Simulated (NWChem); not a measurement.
System: propane (C₃H₈); SMILES CCC

The following NWChem deck was run.

```
start job
memory heap 200 mb stack 900 mb global 1100 mb
geometry units angstroms noautosym nocenter noautoz
  C     -1.271095     0.000000     0.257139
  C      0.000000     0.000000    -0.578926
  C      1.271095     0.000000     0.257139
  H     -2.173992     0.000000    -0.372814
  H     -1.321209    -0.887508     0.909034
  H     -1.321209     0.887508     0.909034
  H      0.000000     0.879152    -1.246577
  H      0.000000    -0.879152    -1.246577
  H      2.173992     0.000000    -0.372814
  H      1.321209     0.887508     0.909034
  H      1.321209    -0.887508     0.909034
end
basis spherical
  * library def2-svp
end
dft
  xc xpbe96 cpbe96
  iterations 150
end
cosmo
  do_cosmo_smd true
  solvent ethanol
end
task dft energy
```

NWChem printed, in part:

```
             Northwest Computational Chemistry Package (NWChem) 7.3.0
             --------------------------------------------------------

                             Geometry "geometry" -> ""
                             -------------------------

 Output coordinates in angstroms (scale by  1.889725989 to convert to a.u.)

  No.       Tag          Charge          X              Y              Z
 ---- ---------------- ---------- -------------- -------------- --------------
    1 C                    6.0000    -1.27109500     0.00000000     0.25713900
    2 C                    6.0000     0.00000000     0.00000000    -0.57892600
    3 C                    6.0000     1.27109500     0.00000000     0.25713900
    4 H                    1.0000    -2.17399200     0.00000000    -0.37281400
    5 H                    1.0000    -1.32120900    -0.88750800     0.90903400
    6 H                    1.0000    -1.32120900     0.88750800     0.90903400
    7 H                    1.0000     0.00000000     0.87915200    -1.24657700
    8 H                    1.0000     0.00000000    -0.87915200    -1.24657700
    9 H                    1.0000     2.17399200     0.00000000    -0.37281400
   10 H                    1.0000     1.32120900     0.88750800     0.90903400
   11 H                    1.0000     1.32120900    -0.88750800     0.90903400

 Effective nuclear repulsion energy (a.u.)      82.3925873479

  pbe96 is a nonlocal functional; adding pw91lda local functional.

                                 NWChem DFT Module
                                 -----------------

 Summary of "ao basis" -> "ao basis" (spherical)
 ------------------------------------------------------------------------------
       Tag                 Description            Shells   Functions and Types
 ---------------- ------------------------------  ------  ---------------------
 C                          def2-svp                 6       14   3s2p1d
 H                          def2-svp                 3        5   2s1p

 in cosmo_initialize ...
 calling solv_data for solv:ethanol

 solvent parameters
 solvname_short: ethanol
 solvname_long:  ethanol
 dielec:       24.8520
 dielecinf:     1.8526
 nonaqueous SMD model solvent descriptors
 dielec:       24.8520
 sola:          0.3700
 solb:          0.4800
 solc:          0.0000
 solg:         31.6200
 solh:          0.0000
 soln:          1.3611

          ---------------
          -cosmo- solvent
          ---------------
 Cosmo: York-Karplus, doi: 10.1021/jp992097l
 dielectric constant -eps-     =  24.85
 screen = (eps-1)/(eps    )    =   0.95976
 surface charge correction     = lagrangian

   van der Waals surface
 --------------------------

 ---------- ATOMIC COORDINATES (A.U.) ------------ VDWR(ANG.) --
     1   -2.40202126    0.00000000    0.48592225     1.850
     2    0.00000000    0.00000000   -1.09401151     1.850
     3    2.40202126    0.00000000    0.48592225     1.850
     4   -4.10824918    0.00000000   -0.70451630     1.200
     5   -2.49672298   -1.67714693    1.71782517     1.200
     6   -2.49672298    1.67714693    1.71782517     1.200
     7    0.00000000    1.66135638   -2.35568895     1.200
     8    0.00000000   -1.66135638   -2.35568895     1.200
     9    4.10824918    0.00000000   -0.70451630     1.200
    10    2.49672298    1.67714693    1.71782517     1.200
    11    2.49672298   -1.67714693    1.71782517     1.200
 number of segments per atom =        128
 number of   points per atom =        128
 atom (   nspa,  nppa )
 ----------------------
    1 (     62,     0 )       0
    2 (     44,     0 )       0
    3 (     62,     0 )       0
    4 (     58,     0 )       0
    5 (     54,     0 )       0
    6 (     54,     0 )       0
    7 (     54,     0 )       0
    8 (     54,     0 )       0
    9 (     58,     0 )       0
   10 (     54,     0 )       0
   11 (     54,     0 )       0
 number of -cosmo- surface points =      608
 molecular surface =     98.444 angstrom**2
 molecular volume  =     67.918 angstrom**3
 -lineq- algorithm             =   0
 -bem- low  level              =   3
 -bem- from -octahedral-
 gaussian surface charge width =   4.50000
 degree of switching           =   1.00000
 switching function tolerance  =   0.00010
 atomic radii =
 --------------
    1  6.000  1.850
    2  6.000  1.850
    3  6.000  1.850
    4  1.000  1.200
    5  1.000  1.200
    6  1.000  1.200
    7  1.000  1.200
    8  1.000  1.200
    9  1.000  1.200
   10  1.000  1.200
   11  1.000  1.200
 ...... end of -cosmo- initialization ......

 nat:                    11
 ixmem:                  6636
 calling mnsol_interface()
 G(SMD-CDS) energy (kcal/mol)  =    -0.870
 SMD-CDS SASA (angstrom**2)    =   122.986

            General Information
            -------------------
          SCF calculation type: DFT
          Wavefunction type:  closed shell.
          No. of atoms     :    11
          No. of electrons :    26
           Alpha electrons :    13
            Beta electrons :    13
          Charge           :     0
          Spin multiplicity:     1
          Use of symmetry is: off; symmetry adaption is: off
          Maximum number of iterations: 150
          AO basis - number of functions:    82
                     number of shells:    42
          Convergence on energy requested:  1.00D-06
          Convergence on density requested:  1.00D-05
          Convergence on gradient requested:  5.00D-04

              XC Information
              --------------
          PerdewBurkeErnzerhof Exchange Functional  1.000
            Perdew 1991 LDA Correlation Functional  1.000 local
           PerdewBurkeErnz. Correlation Functional  1.000 non-local

             Grid Information
             ----------------
          Grid used for XC integration:  medium
          Radial quadrature: Mura-Knowles
          Angular quadrature: Lebedev.
          Tag              B.-S. Rad. Rad. Pts. Rad. Cut. Ang. Pts.
          ---              ---------- --------- --------- ---------
          C                   0.70       49          10.0       434
          H                   0.35       45          11.0       434
          Grid pruning is: on
          Number of quadrature shells:   507
          Spatial weights used:  Erf1

      Superposition of Atomic Density Guess
      -------------------------------------

 Sum of atomic energies:        -116.86866365

      Non-variational initial energy
      ------------------------------

 Total energy =    -119.043921
 1-e energy   =    -317.471492
 2-e energy   =     116.034984
 HOMO         =      -0.393352
 LUMO         =       0.094399

   convergence    iter        energy       DeltaE   RMS-Dens  Diis-err
 ---------------- ----- ----------------- --------- --------- ---------
     COSMO gas phase
 d= 0,ls=0.0,diis     1   -118.8468114886 -2.01D+02  6.55D-03  2.18D-01
 d= 0,ls=0.0,diis     2   -118.8682436171 -2.14D-02  1.85D-03  1.31D-02
 d= 0,ls=0.0,diis     3   -118.8678036829  4.40D-04  1.07D-03  1.63D-02
 d= 0,ls=0.0,diis     4   -118.8699165659 -2.11D-03  1.29D-04  1.04D-04
 d= 0,ls=0.0,diis     5   -118.8699316406 -1.51D-05  2.77D-05  7.31D-06
 d= 0,ls=0.0,diis     6   -118.8699324296 -7.89D-07  8.55D-06  1.02D-06

   convergence    iter        energy       DeltaE   RMS-Dens  Diis-err
 ---------------- ----- ----------------- --------- --------- ---------
     COSMO solvation phase
 d= 0,ls=0.0,diis     1   -118.8719859523 -2.05D-03  4.67D-04  1.21D-04
 d= 0,ls=0.0,diis     2   -118.8720042634 -1.83D-05  1.05D-04  9.33D-05
 d= 0,ls=0.0,diis     3   -118.8720154437 -1.12D-05  3.15D-05  1.24D-05
 d= 0,ls=0.0,diis     4   -118.8720170632 -1.62D-06  4.94D-06  2.29D-07
 d= 0,ls=0.0,diis     5   -118.8720170901 -2.69D-08  1.17D-06  1.71D-08

         Total DFT energy =     -118.872017090090
      One electron energy =     -321.377109856921
           Coulomb energy =      139.100083064701
    Exchange-Corr. energy =      -19.037535553661
 Nuclear repulsion energy =       82.392587347880

             COSMO energy =        0.049957907911

 Numeric. integr. density =       26.000017085224

                                COSMO-SMD solvation results
                                ---------------------------

             internal energy in gas <Psi(g)|H|Psi(g)> =      -118.869932429571
         internal energy in solvent <Psi(s)|H|Psi(s)> =      -118.869899731813
                               delta internal energy  =         0.000032697758 (    0.02 kcal/mol)
   total free energy in solvent <Psi(s)|H+V/2|Psi(s)> =      -118.870630084468
 polarization energy contribution <Psi(s)|V/2|Psi(s)> =        -0.000730352655 (   -0.46 kcal/mol)
    total free energy in solvent including G(SMD-CDS) =      -118.872017090090
                       G(SMD-CDS) energy contribution =        -0.001387005622 (   -0.87 kcal/mol)
     1 M fixed-concentration free energy of solvation =        -0.002084660519 (   -1.31 kcal/mol)

                       DFT Final Molecular Orbital Analysis
                       ------------------------------------

 Vector   11  Occ=2.000000D+00  E=-2.961504D-01
              MO Center=  1.9D-08, -1.6D-10, -7.7D-02, r^2= 3.1D+00
   Bfn.  Coefficient  Atom+Function         Bfn.  Coefficient  Atom+Function
  ----- ------------  ---------------      ----- ------------  ---------------
     4      0.332686   1 C  px               32      0.332686   3 C  px
    18     -0.311121   2 C  px               43     -0.256235   4 H  s
    68      0.256235   9 H  s                 7      0.153018   1 C  px
    35      0.153018   3 C  px               44     -0.147871   4 H  s
    69      0.147871   9 H  s                21     -0.096149   2 C  px

 Vector   12  Occ=2.000000D+00  E=-2.921938D-01
              MO Center= -1.8D-08,  2.5D-10, -1.2D-01, r^2= 2.8D+00
   Bfn.  Coefficient  Atom+Function         Bfn.  Coefficient  Atom+Function
  ----- ------------  ---------------      ----- ------------  ---------------
    20      0.333218   2 C  pz                6     -0.267712   1 C  pz
    34     -0.267712   3 C  pz               58     -0.185638   7 H  s
    63     -0.185638   8 H  s                23      0.146451   2 C  pz
    43      0.134763   4 H  s                48     -0.134286   5 H  s
    53     -0.134286   6 H  s                68      0.134763   9 H  s

 Vector   13  Occ=2.000000D+00  E=-2.792341D-01
              MO Center=  3.8D-09,  3.6D-10, -2.0D-01, r^2= 2.8D+00
   Bfn.  Coefficient  Atom+Function         Bfn.  Coefficient  Atom+Function
  ----- ------------  ---------------      ----- ------------  ---------------
    19      0.325744   2 C  py               58      0.271434   7 H  s
    63     -0.271434   8 H  s                 5     -0.201812   1 C  py
    33     -0.201812   3 C  py               48      0.181472   5 H  s
    53     -0.181472   6 H  s                73     -0.181472  10 H  s
    78      0.181472  11 H  s                59      0.160685   7 H  s

 Vector   14  Occ=0.000000D+00  E= 3.967997D-02
              MO Center= -3.2D-09,  1.4D-08, -7.8D-02, r^2= 6.7D+00
   Bfn.  Coefficient  Atom+Function         Bfn.  Coefficient  Atom+Function
  ----- ------------  ---------------      ----- ------------  ---------------
     3      1.243988   1 C  s                31      1.243988   3 C  s
    17      1.173443   2 C  s                59     -0.732861   7 H  s
    64     -0.732861   8 H  s                44     -0.664373   4 H  s
    69     -0.664373   9 H  s                49     -0.627238   5 H  s
    54     -0.627238   6 H  s                74     -0.627238  10 H  s

 Vector   15  Occ=0.000000D+00  E= 8.554901D-02
              MO Center= -3.5D-09, -5.8D-09,  2.7D-01, r^2= 8.0D+00
   Bfn.  Coefficient  Atom+Function         Bfn.  Coefficient  Atom+Function
  ----- ------------  ---------------      ----- ------------  ---------------
     3      2.254125   1 C  s                31     -2.254125   3 C  s
    44     -1.028092   4 H  s                69      1.028092   9 H  s
    49     -0.831056   5 H  s                54     -0.831056   6 H  s
    74      0.831056  10 H  s                79      0.831056  11 H  s
    21      0.624983   2 C  px                2      0.171968   1 C  s

 Vector   16  Occ=0.000000D+00  E= 8.565543D-02
              MO Center=  1.2D-09, -7.6D-10,  4.9D-02, r^2= 5.8D+00
   Bfn.  Coefficient  Atom+Function         Bfn.  Coefficient  Atom+Function
  ----- ------------  ---------------      ----- ------------  ---------------
    59      0.954058   7 H  s                64     -0.954058   8 H  s
    49     -0.760697   5 H  s                54      0.760697   6 H  s
    74      0.760697  10 H  s                79     -0.760697  11 H  s
    22     -0.604783   2 C  py                8     -0.505284   1 C  py
    36     -0.505284   3 C  py               19     -0.241994   2 C  py

     Multipole analysis of the density
     ---------------------------------

     L   x y z        total         alpha         beta         nuclear
     -   - - -        -----         -----         ----         -------
     0   0 0 0     -0.000000    -13.000000    -13.000000     26.000000

     1   1 0 0      0.000000      0.000000      0.000000      0.000000
     1   0 1 0     -0.000000     -0.000000     -0.000000      0.000000
     1   0 0 1     -0.027141     -0.022515     -0.022515      0.017888

     2   2 0 0    -16.394507    -72.160453    -72.160453    127.926399
     2   1 1 0     -0.000000     -0.000000     -0.000000      0.000000
     2   1 0 1     -0.000000     -0.000000     -0.000000      0.000000
     2   0 2 0    -15.886201    -16.328849    -16.328849     16.771497
     2   0 1 1      0.000000      0.000000      0.000000      0.000000
     2   0 0 2    -16.169066    -25.039299    -25.039299     33.909533
```

Level: PBE/def2-SVP, SMD on the gas-phase geometry. All runs use the structure optimised with PBE0/def2-SVP. Solvent: ethanol.
